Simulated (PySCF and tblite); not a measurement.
CF3CH2NH2, C₂H₄F₃N, numbered as in [NH2:1][CH2:2][C:3]([F:4])([F:5])[F:6].

The ensemble was built from 90 distance-geometry starts (ETKDG and KDG, MMFF94s, GFN2-xTB) and rests on PBE0-D3(BJ)/def2-SVP geometries. Energies: PBE0-D3(BJ)/def2-TZVP, with GFN2-xTB thermal terms (modes under about 100 cm⁻¹ blended into free rotors). Symmetry numbers and mirror images are counted. Conformers within 3 kcal/mol (GFN2-xTB free energy) were kept, 8 at most. GIAO shieldings: B3LYP/pcSseg-2. Shifts are against TMS (¹H), TMS (¹³C), CFCl3 (¹⁹F), NH3 (¹⁵N) at the same level. Programs: PySCF with density fitting and tblite.

Torsions listed: H1–N1–C2–C3. Of a mirror pair one member is shown.

```csv
conformer,shape,weight %,dipole D
1,59°,93.7,1.00
2,169°,6.3,3.09
```

Q: How do the computed shifts compare with measured ones?

A: 
```
nucleus    signal  leading conformer  average  measured      medium
    ¹⁹F  F4/F5/F6              -93.4    -93.2       -72  not stated
    ¹⁹F  F4/F5/F6              -93.4    -93.2     -76.2  not stated
```

Measured values: G. Saielli, R. Bini, A. Bagno, Computational 19F NMR. 2. Organic compounds, RSC Adv. 2014, ESI (exp. from Berger-Braun-Kalinowski 1994 and Everett 1995); Wikipedia, Fluorine-19 nuclear magnetic resonance spectroscopy.  The computed shifts are unscaled and lack vibrational corrections.


¹⁵N shifts are against a computed isolated NH3 molecule, about 20 ppm from the liquid.